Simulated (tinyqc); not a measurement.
RKS/B3LYP (VWN-RPA form) in the sto-6g basis, for H2O, spin multiplicity 1, step by step. One step of it, computed by the program tinyqc.

Question. Iteration 2: building the Kohn-Sham matrix. J_ij = sum D_kl (ij|kl), K_ij = sum D_kl (ik|jl); F = H + J - 0.1 K + V_xc; E = tr D H + tr D J / 2 - 0.05 tr D K + E_xc + E_nn.

D after iteration 1:
```
            1O 1s      1O 2s    1O 2px     1O 2py     1O 2pz      2H 1s      3H 1s
1O 1s    2.120760  -0.537077  0.000000  -0.004281  -0.028114   0.050917   0.042729
1O 2s   -0.537077   2.377878  0.000000   0.025496   0.157325  -0.210534  -0.175788
1O 2px   0.000000   0.000000  2.000000   0.000000   0.000000   0.000000   0.000000
1O 2py  -0.004281   0.025496  0.000000   2.126496   0.012054  -0.147665   0.130872
1O 2pz  -0.028114   0.157325  0.000000   0.012054   2.092847  -0.129431  -0.117783
2H 1s    0.050917  -0.210534  0.000000  -0.147665  -0.129431   0.034920   0.012379
3H 1s    0.042729  -0.175788  0.000000   0.130872  -0.117783   0.012379   0.026767
```

core Hamiltonian H = T + V (hartree):
```
             1O 1s      1O 2s     1O 2px     1O 2py     1O 2pz      2H 1s      3H 1s
1O 1s   -32.879600  -7.266542   0.000000  -0.001591  -0.015781  -1.355808  -1.082984
1O 2s    -7.266542  -9.101236   0.000000  -0.016710  -0.182638  -3.065512  -2.590632
1O 2px    0.000000   0.000000  -7.353945   0.000000   0.000000   0.000000   0.000000
1O 2py   -0.001591  -0.016710   0.000000  -7.454392  -0.009492  -1.678790   1.464602
1O 2pz   -0.015781  -0.182638   0.000000  -0.009492  -7.428086  -1.494980  -1.307393
2H 1s    -1.355808  -3.065512   0.000000  -1.678790  -1.494980  -4.648708  -1.107523
3H 1s    -1.082984  -2.590632   0.000000   1.464602  -1.307393  -1.107523  -4.354087
```

Two-electron integrals (ij|kl) in chemists' order, unique and non-zero (hartree):
```
(11|11) 4.787491    (21|11) 0.675884    (21|21) 0.121505    (22|11) 1.117379
(22|21) 0.249212    (22|22) 0.817383    (31|31) 0.025762    (32|31) 0.039145
(32|32) 0.180664    (33|11) 1.117381    (33|21) 0.249212    (33|22) 0.817382
(33|33) 0.880663    (41|41) 0.025762    (42|41) 0.039145    (42|42) 0.180664
(43|43) 0.047461    (44|11) 1.117381    (44|21) 0.249212    (44|22) 0.817382
(44|33) 0.785741    (44|44) 0.880663    (51|51) 0.025762    (52|51) 0.039145
(52|52) 0.180664    (53|53) 0.047461    (54|54) 0.047461    (55|11) 1.117381
(55|21) 0.249212    (55|22) 0.817382    (55|33) 0.785741    (55|44) 0.785741
(55|55) 0.880663    (61|11) 0.133437    (61|21) 0.022998    (61|22) 0.046155
(61|33) 0.046057    (61|41) 0.000855    (61|42) 0.001671    (61|44) 0.046227
(61|51) 0.000734    (61|52) 0.001437    (61|54) 0.000146    (61|55) 0.046182
(61|61) 0.004437    (62|11) 0.331642    (62|21) 0.075038    (62|22) 0.273414
(62|33) 0.268823    (62|41) 0.004565    (62|42) 0.034028    (62|44) 0.276745
(62|51) 0.003923    (62|52) 0.029245    (62|54) 0.006808    (62|55) 0.274674
(62|61) 0.014287    (62|62) 0.114933    (63|31) 0.008240    (63|32) 0.046707
(63|43) 0.006982    (63|53) 0.006000    (63|63) 0.016038    (64|11) 0.184251
(64|21) 0.042272    (64|22) 0.164266    (64|33) 0.156923    (64|41) 0.010477
(64|42) 0.065891    (64|44) 0.175525    (64|51) 0.001922    (64|52) 0.016487
(64|54) 0.009987    (64|55) 0.160350    (64|61) 0.008407    (64|62) 0.083945
(64|64) 0.076652    (65|11) 0.158352    (65|21) 0.036330    (65|22) 0.141176
(65|33) 0.134865    (65|41) 0.001922    (65|42) 0.016487    (65|44) 0.138852
(65|51) 0.009892    (65|52) 0.060877    (65|54) 0.010408    (65|55) 0.149810
(65|61) 0.007225    (65|62) 0.072145    (65|64) 0.052093    (65|65) 0.060809
(66|11) 0.482858    (66|21) 0.111286    (66|22) 0.464508    (66|33) 0.446193
(66|41) 0.008582    (66|42) 0.088070    (66|44) 0.477795    (66|51) 0.007376
(66|52) 0.075691    (66|54) 0.027160    (66|55) 0.469535    (66|61) 0.021393
(66|62) 0.250288    (66|64) 0.208550    (66|65) 0.179234    (66|66) 0.774999
(71|11) 0.106428    (71|21) 0.018352    (71|22) 0.036862    (71|33) 0.036784
(71|41) -0.000683   (71|42) -0.001341   (71|44) 0.036919    (71|51) 0.000587
(71|52) 0.001152    (71|54) -0.000116   (71|55) 0.036884    (71|61) 0.003491
(71|62) 0.011053    (71|64) 0.005934    (71|65) 0.005593    (71|66) 0.016369
(71|71) 0.002825    (72|11) 0.277952    (72|21) 0.062954    (72|22) 0.231072
(72|33) 0.227117    (72|41) -0.003842   (72|42) -0.029241   (72|44) 0.233945
(72|51) 0.003299    (72|52) 0.025111    (72|54) -0.005864   (72|55) 0.232153
(72|61) 0.011610    (72|62) 0.079242    (72|64) 0.039830    (72|65) 0.048638
(72|66) 0.142129    (72|71) 0.009577    (72|72) 0.084001    (73|31) 0.006736
(73|32) 0.038761    (73|43) -0.005930   (73|53) 0.005092    (73|63) 0.010539
(73|73) 0.011380    (74|11) -0.159301   (74|21) -0.036568   (74|22) -0.143085
(74|33) -0.136809   (74|41) 0.008645    (74|42) 0.055515    (74|44) -0.152679
(74|51) -0.001640   (74|52) -0.014387   (74|54) 0.008536    (74|55) -0.139767
(74|61) -0.006445   (74|62) -0.041594   (74|64) -0.010902   (74|65) -0.024942
(74|66) -0.067295   (74|71) -0.005796   (74|72) -0.063206   (74|74) 0.058337
(75|11) 0.136801    (75|21) 0.031403    (75|22) 0.122875    (75|33) 0.117486
(75|41) -0.001640   (75|42) -0.014387   (75|44) 0.120930    (75|51) 0.008144
(75|52) 0.051116    (75|54) -0.008888   (75|55) 0.130210    (75|61) 0.006038
(75|62) 0.049627    (75|64) 0.024491    (75|65) 0.040483    (75|66) 0.097270
(75|71) 0.004977    (75|72) 0.054279    (75|74) -0.040324   (75|75) 0.046009
(76|11) 0.108647    (76|21) 0.024877    (76|22) 0.099340    (76|33) 0.096912
(76|41) -0.000042   (76|42) -0.000484   (76|44) 0.098633    (76|51) 0.001995
(76|52) 0.018139    (76|54) -0.000129   (76|55) 0.102476    (76|61) 0.004691
(76|62) 0.042169    (76|64) 0.026425    (76|65) 0.029838    (76|66) 0.097167
(76|71) 0.003751    (76|72) 0.036695    (76|74) -0.024152   (76|75) 0.026599
(76|76) 0.020009    (77|11) 0.446193    (77|21) 0.102929    (77|22) 0.433865
(77|33) 0.417427    (77|41) -0.007526   (77|42) -0.079993   (77|44) 0.445809
(77|51) 0.006463    (77|52) 0.068695    (77|54) -0.024373   (77|55) 0.438358
(77|61) 0.018959    (77|62) 0.157214    (77|64) 0.071705    (77|65) 0.105046
(77|66) 0.308644    (77|71) 0.015780    (77|72) 0.207586    (77|74) -0.177859
(77|75) 0.152738    (77|76) 0.097167    (77|77) 0.774999
```

nuclear repulsion = 7.89965942 hartree

V_xc (hartree):
```
            1O 1s      1O 2s     1O 2px     1O 2py     1O 2pz      2H 1s      3H 1s
1O 1s   -2.524462  -0.317972   0.000000  -0.000089  -0.000696  -0.064782  -0.051670
1O 2s   -0.317972  -0.684329   0.000000  -0.000047  -0.001063  -0.202455  -0.169620
1O 2px   0.000000   0.000000  -0.684601   0.000000   0.000000   0.000000   0.000000
1O 2py  -0.000089  -0.000047   0.000000  -0.684208   0.000211  -0.112492   0.097333
1O 2pz  -0.000696  -0.001063   0.000000   0.000211  -0.684088  -0.096587  -0.083456
2H 1s   -0.064782  -0.202455   0.000000  -0.112492  -0.096587  -0.255756  -0.060541
3H 1s   -0.051670  -0.169620   0.000000   0.097333  -0.083456  -0.060541  -0.234587
```

E_xc = sum of w rho eps_xc = -8.30672017 hartree

Give: Coulomb J; exchange K; Kohn-Sham matrix F; total energy of this density.

Answer.

Coulomb J (hartree):
```
          1O 1s   1O 2s  1O 2px   1O 2py   1O 2pz   2H 1s    3H 1s
1O 1s   18.6810  3.3640  0.0000   0.0004   0.0032  0.6402   0.5110
1O 2s    3.3640  8.8195  0.0000   0.0000   0.0022  2.8588   2.4118
1O 2px   0.0000  0.0000  8.8215   0.0000   0.0000  0.0000   0.0000
1O 2py   0.0004  0.0000  0.0000   8.8182  -0.0007  1.6844  -1.4658
1O 2pz   0.0032  0.0022  0.0000  -0.0007   8.8189  1.4471   1.2580
2H 1s    0.6402  2.8588  0.0000   1.6844   1.4471  4.6660   1.0120
3H 1s    0.5110  2.4118  0.0000  -1.4658   1.2580  1.0120   4.3514
```

exchange K (hartree):
```
         1O 1s   1O 2s  1O 2px   1O 2py   1O 2pz   2H 1s    3H 1s
1O 1s   9.8824  1.5899  0.0000   0.0001   0.0010  0.3262   0.2615
1O 2s   1.5899  2.8509  0.0000   0.0013   0.0129  0.8451   0.7068
1O 2px  0.0000  0.0000  2.3666   0.0000   0.0000  0.0000   0.0000
1O 2py  0.0001  0.0013  0.0000   2.3713  -0.0007  0.4025  -0.3469
1O 2pz  0.0010  0.0129  0.0000  -0.0007   2.3687  0.3414   0.2921
2H 1s   0.3262  0.8451  0.0000   0.4025   0.3414  0.4217   0.2009
3H 1s   0.2615  0.7068  0.0000  -0.3469   0.2921  0.2009   0.3061
```

Kohn-Sham matrix F (hartree):
```
           1O 1s    1O 2s  1O 2px   1O 2py   1O 2pz    2H 1s    3H 1s
1O 1s   -17.7113  -4.3795  0.0000  -0.0013  -0.0134  -0.8130  -0.6498
1O 2s    -4.3795  -1.2511  0.0000  -0.0169  -0.1827  -0.4937  -0.4191
1O 2px    0.0000   0.0000  0.5463   0.0000   0.0000   0.0000   0.0000
1O 2py   -0.0013  -0.0169  0.0000   0.4425  -0.0099  -0.1472   0.1309
1O 2pz   -0.0134  -0.1827  0.0000  -0.0099   0.4699  -0.1787  -0.1621
2H 1s    -0.8130  -0.4937  0.0000  -0.1472  -0.1787  -0.2806  -0.1761
3H 1s    -0.6498  -0.4191  0.0000   0.1309  -0.1621  -0.1761  -0.2678
```

total energy of this density = -74.572406 hartree
